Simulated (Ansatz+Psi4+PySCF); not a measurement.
A calculation with PySCF 2.14.0.

```python
from pyscf import gto, scf, mp

mol = gto.M(atom="""
H -0.016920 0.006440 -0.009750
C -0.010770 0.011000 1.044720
C -0.011640 0.015770 2.266280
F 0.005830 -0.000570 3.522360
""", basis='cc-pvtz', charge=1, spin=1)
mf = scf.UHF(mol)
mf.kernel()
pt = mp.MP2(mf, frozen=3).run()
print(mf.e_tot, pt.e_corr, pt.e_tot)
```

The script is written out from the run's settings.

Output:

```yaml
Converged: yes
Reference_energy: -175.34915 hartree
Correlation_energy: -0.49683 hartree
Total_energy: -175.84597 hartree
Spin_squared_of_the_determinant: 0.757
```

Messages of the program:
```
WARN: beta  nocc = 10  HOMO -0.268287287020939 >= LUMO -0.268279695035954
WARN: HOMO -0.268279695035954 >= LUMO -0.268279695035954
WARN: beta  nocc = 10  HOMO -0.268287287020939 >= LUMO -0.268279695035954
WARN: HOMO -0.268279695035954 >= LUMO -0.268279695035954
```
